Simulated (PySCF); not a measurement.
# Scan of AlH4⁺, singlet

All five atoms lie in one plane.

Starting geometry (PBE0/def2-TZVP stationary point for this spin, not checked as a minimum):

| atom | x (Å) | y (Å) | z (Å) |
| --- | --- | --- | --- |
| Al | 0.0000 | 0.0000 | -0.1186 |
| H | 0.0000 | -0.3848 | 1.9224 |
| H | 0.0000 | 0.3848 | 1.9224 |
| H | 0.0000 | 1.5369 | -0.3348 |
| H | 0.0000 | -1.5369 | -0.3348 |

From there H3 moves along the line of the two atoms named below, all else staying in place; atoms are numbered as listed. Energies are in kcal/mol, counted from the starting geometry at the same level.

Basis cc-pVDZ; PySCF 2.14.0. Only valence electrons are correlated (noble-gas cores frozen). Prefix R: restricted or restricted open-shell reference; prefix U: unrestricted.

A value is left out where its run failed or describes another state than the reference as far as symmetry and spin tell, or, spin-broken singlets apart, can't be checked.

Full CI isn't at hand for all of this; RCCSDT(Q) serves as the reference, and is uncertain by the last step of the cluster series or more. The frozen core follows each run's orbitals, which can shift R against U totals by a few meV.

| distance H2-H3 (Å) | RCCSDT(Q) | error RHF | error RCCSD | error UCCSD | error UCCSD(T) | error RCCSDT | error UCCSDT |
| --- | --- | --- | --- | --- | --- | --- | --- |
| 0.607 | 15.7 | -1.9 | -0.1 | -0.1 | 0.0 | 0.0 | 0.0 |
| 0.693 | 3.1 | -0.9 | 0.0 | 0.0 | 0.0 | 0.0 | 0.0 |
| 0.770 | 0.0 | 0.0 | 0.0 | 0.0 | 0.0 | 0.0 | 0.0 |
| 0.826 | 0.8 | 0.7 | 0.0 | 0.0 | 0.0 | 0.0 | 0.0 |
| 0.949 | 7.9 | 2.3 | 0.1 | 0.1 | 0.0 | 0.0 | 0.0 |
| 1.053 | 16.9 | 3.7 | 0.2 | 0.2 | 0.0 | 0.0 | 0.0 |
| 1.226 | 33.8 | 6.6 | 0.3 | 0.3 | 0.1 | 0.0 | 0.0 |
| 1.396 | – | – | – | – | – | – | – |
| 1.651 | – | – | – | – | – | – | – |
| 2.068 | – | – | – | – | – | – | – |
| 2.596 | – | – | – | – | – | – | – |

Errors are those of relative energies. In total energy the starting point itself misses RCCSDT(Q) by: RHF 66.7, RCCSD 0.8, UCCSD 0.8, UCCSD(T) 0.2, RCCSDT 0.0, UCCSDT 0.0 kcal/mol.

Spread of the error over the points with a reference, to 1.226 Å (largest less smallest): RCCSDT 0.0, UCCSDT 0.0, UCCSD(T) 0.1, RCCSD 0.3, UCCSD 0.3, RHF 8.5 kcal/mol.
